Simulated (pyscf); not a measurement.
Structures and frequencies: ωB97X-D3(BJ)/def2-SVP in PySCF. MP2 and CC: frozen core, UHF for open shells. ΔMP2 is the change of the MP2 total energy from the triple- to the quadruple-zeta basis.

SMILES: [Ga]([OH])([Cl])[OH]
```xyz
6

O      1.4486    -0.2778     0.4644
Ga    -0.0122     0.1885    -0.4228
O     -0.5292     1.8766    -0.4562
Cl    -1.1678    -1.2637    -1.4606
H      1.6546    -1.2187     0.4284
H      0.0510     2.4656     0.0404
```

Problem. How much does it cost (ΔH, 298 K, CCSD(T)/def2-TZVPP + ΔMP2(QZVPP)) to split `[OH][Ga]([OH])[Cl]` at its Cl–Ga bond into [HO–Ga–OH]• + Cl•?

Solution. Cl–Ga to [HO–Ga–OH]• + Cl•: 104.1 kcal/mol. The radicals are drawn with the spin at the cut bond; how far it spreads was not checked. Other isomers of [HO–Ga–OH]• were not searched in full and may lie lower. The CCSD(T) − MP2 part came from Ansatz, without density fitting, on the same reference. The frozen core leaves the outer d or s,p core shells of the metals and heavy elements correlated in the MP2 and CC values, and def2-TZVPP describes them poorly, which can shift differences by a few kcal/mol. Left out: the spin-orbit lowering of Cl. Elements up to Kr have no core potential and no relativistic terms here.
